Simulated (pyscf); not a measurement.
Thermochemistry of product channels of H₂Si=S (SMILES [SiH2]=S) + H• (SMILES [H]) on the doublet surface, in kJ/mol, from CCSD(T)/def2-TZVPP + ΔMP2(QZVPP) energies (ideal gas, 1 atm, RRHO with modes under 100 cm⁻¹ raised to 100, one conformer, R ln 2 for rigid chiral ones). Optimised with ωB97X-D3(BJ)/def2-SVP in PySCF. MP2 and CC: frozen core, UHF for open shells. ΔMP2 is the change of the MP2 total energy from the triple- to the quadruple-zeta basis.

| products | ΔE | ΔH(298 K) | ΔG(600 K) | ΔG(900 K) |
|---|---|---|---|---|
| •H₂Si–SH (SMILES [SiH2]S) | ? | -177.7 | -127.2 | -100.8 |
| H₃Si–S• (SMILES [SiH3][S]) | -196.4 | -180.6 | -123.5 | ? |

Problem. Complete the blanks.

Solution. 
- •H₂Si–SH (SMILES [SiH2]S), ΔE: -193.4
- H₃Si–S• (SMILES [SiH3][S]), ΔG(900 K): -93.4

These are energies of the channels, which say nothing of barriers. The CCSD(T) − MP2 part came from Ansatz, without density fitting, on the same reference.
